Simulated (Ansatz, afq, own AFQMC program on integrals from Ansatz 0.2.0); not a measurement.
Atomization energy of AlSiH$_{3}$, singlet

```xyz
5

Si    0.0000   -0.0799    1.3073
Al    0.0000    0.0272   -1.2555
H     0.0000    1.4459    1.3837
H     0.0000    1.3800   -2.1018
H     0.0000   -1.3261   -2.1006
```

Connectivity, by distances: SiH–AlH2.

Atoms in their ground-state spins without spin–orbit coupling (mostly on UHF) minus the molecule (RHF), without zero-point energy. The geometry is a stationary point, not shown to be a minimum.

Basis cc-pVDZ. Only valence electrons are correlated. AFQMC by an in-house program on the Cholesky factors that Ansatz 0.2.0 writes for its CCSD(T) run. ph-AFQMC/CISD is guided by a CISD state made of CCSD amplitudes; releasing the constraint for a short imaginary time cuts its bias at the price of noise, slowly where states lie close. Free AFQMC starts from the CCSD state and is never constrained. Its projection time is finite, and what remains of the start isn't in its error. Error bars are statistical, one sigma. The errors of all members are added in quadrature.

No full CI on the walks' own integrals is used here; CCSDT(Q) serves as the reference and is uncertain by about the last step of the cluster series. Each member takes its own surest rung, up to full CI.

The best estimate is CCSD(T) at the basis-set limit (CBS: def2-TZVPP and def2-QZVPP, with their diffuse functions for anions and beside diffuse sets, CCSD(T) itself extrapolated) plus the step from CCSD(T) to CCSDT(Q) in cc-pVDZ. Rows without CBS are in cc-pVDZ; B2PLYP and the wave-function rows carry a basis error of their own. Core correlation and relativity beyond core potentials are missing, and ± holds the sampling alone.

Cautions: AlSiH₃ (singlet): restricted determinant unstable towards unrestricted (UHF 278 meV lower, ⟨S²⟩ 0.71).

| level | atomization energy (kJ/mol) |
| --- | --- |
| MP2 | 923.7 |
| CCSD | 944.8 |
| HF | 740.4 |

(1) From these cheaper values, estimate the atomization energy at the level of the best estimate.

(1) 1063.6 kJ/mol (best estimate, highest rung CCSDT(Q)).

| level | atomization energy (kJ/mol) | error against the best estimate (kJ/mol) |
| --- | --- | --- |
| CCSD(T) | 952.3 | -111.3 |
| ph-AFQMC/CISD | 953.7 ± 1.0 | -109.9 ± 1.0 |
| released AFQMC | 955.2 ± 1.1 | -108.4 ± 1.1 |
| free AFQMC | 954.4 ± 0.9 | -109.2 ± 0.9 |
| HF/CBS | 769.8 | -293.8 |
| MP2/CBS | 1031.3 | -32.3 |
| CCSD(T)/CBS | 1062.0 | -1.6 |
| surest rungs in cc-pVDZ | 953.9 | -109.7 |

Correlation beyond CCSD(T) adds 1.6 kJ/mol. Going to the basis-set limit adds 109.7 kJ/mol at CCSD(T). The perturbative (T) step is worth +7.4 kJ/mol.

Best estimates are given only where the step beyond CCSD(T) is under 0.3 eV and no member's determinant is very poor (T1 over 0.05, or 0.07 for open shells, ⟨S²⟩ too high by 0.3, two states mixed), so the hardest cases are missing from such tables.

Free projections are given only where their last times agree within the noise and don't stop above the reference; a slow remainder of the start can still hide under it. Each member of a difference takes its own highest rung, so a best estimate needn't equal the limit plus the step of one row. A walk keeps the symmetry of its determinant, which the program's search chose and which needn't be the lowest solution, so a lower state of the same spin and another symmetry isn't excluded. Released energies are given only where the last usable release times agree within the noise; a slower fall can still hide under it.
